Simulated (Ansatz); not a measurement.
A made-up structure of BSiNH₅, doublet:

```xyz
8
angstrom
N -1.1535 0.7292 -0.5092
B 0.1314 0.6507 0.0195
Si 0.9087 -1.0472 0.6674
H -1.7603 -0.0629 -0.6372
H -1.5648 1.5984 -0.8063
H 0.7629 1.6635 0.1261
H -0.6861 -0.0430 -0.9842
H 2.3778 -1.1755 0.8349
```

It is relaxed with PBE-D4/def2-SVP and then PBE0-D4/def2-TZVP (Ansatz 0.2.0). Atoms count as bonded within 1.22 times the sum of their covalent radii (H–H: 0.88 Å). The end point is not checked to be a true minimum.

Problem. Does its bonding change? (A judgement: the text doesn't fix the answer.)

Solution. The calculation gives: No: no bond forms or breaks.

Where it ends: The first stage lowers the energy by 2.88 eV in 15 steps. It ends as BSiNH₅ ([NH3][BH][SiH]):
```
8
angstrom
N -1.0641 0.5709 -0.6876
B 0.4113 0.5127 -0.0472
Si 0.7143 -1.1172 0.9735
H -1.5527 -0.3010 -0.4751
H -1.6128 1.3449 -0.3167
H 0.9414 1.5735 -0.2387
H -1.0295 0.6864 -1.6988
H 2.2082 -0.9570 1.2015
```

Labels in which every atom is bracketed show which atoms are joined, not bond orders.

For scale, one of the runs: PBE0-D4/def2-TZVP relaxation, 129 basis functions, launched by `ansatz run in.yaml --threads 2 --pin off --events-out ev --progress --plain --max-ram 4352MiB`. Hardware: 2 CPU threads of an Arm Neoverse V1, shared host. Wall time about 35 s.
